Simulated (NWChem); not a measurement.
System: methanethiol (CH$_{4}$S); SMILES CS

Program: NWChem. Medium grid unless said otherwise, to which SCAN and Minnesota functionals are sensitive. The geometry was optimised at PBE0/def2-SVP. Hybrids' shares of exact exchange are those that their runs print; pure functionals count as 0. The functionals differ in more than this share.

| row | share of exact exchange | highest occupied level (eV) |
|---|---|---|
| LDA (Slater exchange, VWN5)/def2-TZVPD | 0.00 | -5.68 |
| PBE/def2-TZVPD | 0.00 | -5.60 |
| B3LYP/def2-TZVPD | 0.20 | -6.61 |
| PBE0/def2-TZVPD | 0.25 | -6.84 |
| M06-2X/def2-TZVPD | 0.54 | -8.03 |
| Hartree-Fock/def2-TZVPD | 1.00 | withheld |

Fit a straight line of the last column on the one before it, predict the withheld value, and compare with the run.


1. Means of the 5 shown rows: x = 0.198, y = -6.552. Slope Σ(x − x̄)(y − ȳ)/Σ(x − x̄)² = -0.8817/0.1981 = -4.451; intercept -5.671.
2. The shown rows scatter about the line by 0.050 (root mean square); the largest residual is +0.07, at PBE/def2-TZVPD.
3. At x = 1.00 (Hartree-Fock/def2-TZVPD; beyond the shown range) the line gives -10.12.
4. The run gives -9.72, +0.40 from the line, 8.0 times the scatter.
